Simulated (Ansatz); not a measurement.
**C2H5Cl, singlet: reading a ladder of total energies**

Geometry: MP2(full)/6-31G*, from the G2/97 set.

| atom | x (Å) | y (Å) | z (Å) |
| --- | --- | --- | --- |
| C | 0.0947 | 0.8946 | 0.0000 |
| C | 1.6005 | 0.7348 | 0.0000 |
| Cl | -0.7289 | -0.6930 | 0.0000 |
| H | -0.2503 | 1.4286 | 0.8852 |
| H | -0.2503 | 1.4286 | -0.8852 |
| H | 2.0716 | 1.7218 | 0.0000 |
| H | 1.9339 | 0.1912 | 0.8854 |
| H | 1.9339 | 0.1912 | -0.8854 |

Basis cc-pV(D+d)Z; Ansatz 0.2.0. Only valence electrons are correlated (noble-gas cores frozen), which leaves 20 electrons in 69 orbitals. R marks a restricted (for open shells ROHF) determinant.

Full CI isn't at hand for all of this; RCCSDT(Q) serves as the reference, and is uncertain by about the last step of the cluster series.

Runs differ by some tens of microhartree through their thresholds, so steps under 0.03 kcal/mol mean nothing.

| level | total energy (hartree) |
| --- | --- |
| RHF | -538.160588 |
| RMP2 | -538.591751 |
| RCCSD | -538.635517 |
| RCCSD(T) | -538.648018 |
| RCCSDT | -538.648772 |
| RCCSDT(Q) | -538.649596 |

**Question.** What is the correlation energy at RCCSDT(Q), and what share of it do RMP2 and RCCSD recover?

**Answer.** E(corr) = -538.649596 − (-538.160588) = -0.489008 hartree = -13.307 eV. RMP2: -0.431163 / -0.489008 = 88.17 %. RCCSD: -0.474929 / -0.489008 = 97.12 %.

**Question.** By how many kcal/mol does RCCSD(T) miss RCCSDT(Q) (1 hartree = 627.509 kcal/mol), and which steps make up the rest?

**Answer.** -538.648018 − (-538.649596) = 0.001578 hartree = 0.99 kcal/mol. Steps: RCCSDT − RCCSD(T) = -0.47, RCCSDT(Q) − RCCSDT = -0.52 kcal/mol. Differences between like states or geometries often cancel part of this.
